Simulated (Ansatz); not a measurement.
**BO (sextet): wave-function methods side by side, cc-pVDZ**

The task here is to estimate one member of a computed series from the others.

Program: Ansatz 0.2.0, Gaussian basis. Level of theory: cc-pVDZ, core rule «outside noble gas», up to 2 orbitals frozen. These are calculated values, not measurements.

To be run: UHF; CCSD(T) on ROHF; CCSD(T) on UHF; BCCD(T) on ROHF; CISD as a restricted active space (open shells left free, so some higher excitations enter); CCSDT(Q) on ROHF; CCSDT(Q) on UHF; CASSCF and MRCISD+Q, 9 electrons in 8 orbitals; CASSCF and NEVPT2, 9 electrons in 8 orbitals.

21 further runs of the same task are left out: 2 for a known fault of the program, 8 that didn't finish, 11 set aside as unsound or not needed. Runs told in other sessions of the task aren't counted.

### What is computed

The geometry is a PBE0/def2-TZVP stationary point (not a proven minimum) of the parent state, kept for this charge and spin.

2 atoms, charge 0, spin multiplicity 6.

Atoms are counted from 1 here; the program's logs count them from 0.

Bond lengths: B1–O2 1.403 Å.

Set-up of the first run:

Input file in.yaml:

```yaml
crystal:
  periodic: [false, false, false]
  atoms:
    - {symbol: B, position_ang: [0.000000, 0.000000, 0.000000]}
    - {symbol: O, position_ang: [0.000000, 0.000000, 1.403204]}
basis:
  gaussian: {orbitals: cc-pVDZ}
magnetization: {spin_polarized: true, initial_magnetization: 5}
hamiltonian: {xc: hf}
output: {orbitals: {seedname: orbitals}}
```

The run is started by

```
ansatz run in.yaml --threads 1 --pin off --events-out ev --progress --plain --max-ram 2393MiB
```

Among the steps run: UHF; CCSD(T) on ROHF; CCSD(T) on UHF; BCCD(T) on ROHF; CISD as a restricted active space (open shells left free, so some higher excitations enter); CCSDT(Q) on ROHF; CCSDT(Q) on UHF; CASSCF and MRCISD+Q, 9 electrons in 8 orbitals; CASSCF and NEVPT2, 9 electrons in 8 orbitals.

One of the session's tables, all rows but one given; the rest of the session is left out.

It belongs to the step «Misses and costs». 

| method | from UCCSDT(Q) (meV) |
| --- | --- |
| ROHF | +4181.9 |
| UHF | +4007.6 |
| RMP2 | +666.1 |
| UMP2 | +669.3 |
| CISD | +164.1 |
| RCCSD | +66.4 |
| UCCSD | +62.5 |
| RCCSD(T) | +14.3 |
| UCCSD(T) | +11.7 |
| BCCD(T) | +14.4 |
| RCCSDT | +4.3 |
| UCCSDT | ? |
| RCCSDT(Q) | +2.4 |
| UCCSDT(Q) | 0 |
| CASSCF valence | +3676.5 |
| NEVPT2 valence | +723.6 |
| MRCISD valence | +144.2 |
| MRCISD+Q valence | +0.8 |

Q: Estimate the row for UCCSDT from the others.

The run gave: from UCCSDT(Q) (meV): +1.9. In the column «from UCCSDT(Q) (meV)» it lies between MRCISD+Q valence (+0.8) and RCCSDT(Q) (+2.4).

Limits of these values: Restricted and unrestricted rows rest on different reference determinants; a gap between their highest levels can come from leftover correlation error, from unlike frozen cores or from another state.
